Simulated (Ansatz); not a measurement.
# AlH3O (singlet): from Hartree-Fock to the top rungs, cc-pVDZ

An exercise on one series of results from a longer session: the logs are not shown, and one member is left open.

Program: Ansatz 0.2.0, Gaussian basis. Level of theory: cc-pVDZ, core rule «outside noble gas», up to 6 orbitals frozen. These are calculated values, not measurements.

Plan: UHF; CCSD(T) on RHF; BCCD(T) on RHF; CISD; CCSDT(Q) on RHF; CCSDTQ on RHF.

9 further runs of the same task are left out: 8 for a known fault of the program, 1 set aside as unsound or not needed.

**What is computed**

The geometry is a PBE0/def2-TZVP stationary point (not a proven minimum).

5 atoms, charge 0, spin multiplicity 1.

Atoms are counted from 1 here; the program's logs count them from 0.

Bond lengths: Al1–O2 1.656 Å, Al1–H3 1.581 Å, Al1–H4 1.581 Å, O2–H5 0.944 Å. Angles: O2–Al1–H3 118.7°, O2–Al1–H4 118.7°, H3–Al1–H4 122.6°, Al1–O2–H5 180.0°.

Set-up of the first run:

Input file in.yaml:

```yaml
crystal:
  periodic: [false, false, false]
  atoms:
    - {symbol: Al, position_ang: [0.000000, 0.000000, 0.599556]}
    - {symbol: O, position_ang: [0.000000, 0.000000, -1.056365]}
    - {symbol: H, position_ang: [0.000000, 1.386849, 1.359567]}
    - {symbol: H, position_ang: [0.000000, -1.386849, 1.359567]}
    - {symbol: H, position_ang: [0.000000, 0.000000, -2.000590]}
basis:
  gaussian: {orbitals: cc-pVDZ}
magnetization: {spin_polarized: true, initial_magnetization: 0}
hamiltonian: {xc: hf}
output: {orbitals: {seedname: orbitals}}
```

Command:

```
$ ansatz run in.yaml --threads 1 --pin off --events-out ev --progress --plain --max-ram 4096MiB --backend cpu
```

Steps of the session up to this table: UHF; CCSD(T) on RHF; BCCD(T) on RHF; CISD; CCSDT(Q) on RHF; CCSDTQ on RHF.

One of the session's tables, all rows but one given; the rest of the session is left out.

It belongs to the step «Misses and costs». 

```
   method  from RCCSDTQ (kcal/mol)
      RHF                  +179.00
     RMP2                        ?
     CISD                   +16.04
    RCCSD                    +3.63
 RCCSD(T)                    +0.66
  BCCD(T)                    +0.62
   RCCSDT                    +0.38
RCCSDT(Q)                    -0.04
  RCCSDTQ                        0
```

**Question.** Estimate the row for RMP2.

**Answer.** from RCCSDTQ (kcal/mol): +16.83. In the column «from RCCSDTQ (kcal/mol)» it lies between CISD (+16.04) and RHF (+179.00).
